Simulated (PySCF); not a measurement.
Start geometry of `FP(F)P(F)F` from GFN2-xTB (Å):
```
atom  x, y, z in Å
F1    -1.4711   -0.3752   -1.3320
P2    -0.9010   -0.6842    0.1308
F3    -1.7932    0.4571    0.8696
P4     0.9282    0.6820   -0.1429
F5     1.4936    0.3450    1.3173
F6     1.7677   -0.4548   -0.8875
```

Task: What comes out of this run: PBE0-D3(BJ)/def2-TZVP geometry optimisation, gas phase (PySCF 2.14.0)?

Result: 
```
atom  x, y, z in Å
F1    -1.581   -0.342   -1.249
P2    -0.840   -0.772    0.092
F3    -1.677    0.103    1.126
P4     0.846    0.758   -0.114
F5     1.575    0.331    1.237
F6     1.703   -0.109   -1.136
```

The energy falls by 6.7 kJ/mol over 8 energy and gradient evaluations, the largest force component goes from 0.0280 to 3.6e-04 Eh/bohr, and the atoms move by 0.038 Å rms after alignment. The bond that changes most is P2–F3 (three-coordinate phosphorus to phosphorus-bound fluorine), which shortens by 0.034 Å. Bonds longer at the end by more than 0.005 Å: 0 of 5; shorter: 5. Among the angles that change most is F1–P2–F3, from 94.8° to 98.8°. Rotational constants go from 3757, 1754, 1378 to 3717, 1773, 1362 MHz. The orientation of the end geometry is arbitrary; only internal coordinates are fixed.

The run used 198 basis functions and 58 SCF cycles in all. Time: 64 s; peak memory 0.78 GiB. Hardware: one thread of an AMD EPYC 9R45, shared host with 96 logical CPUs at a one-minute load of 72.

No PBE0-D3(BJ)/def2-TZVP frequencies stand behind this structure, so it isn't proved a minimum. The numbers are those of one conformer.
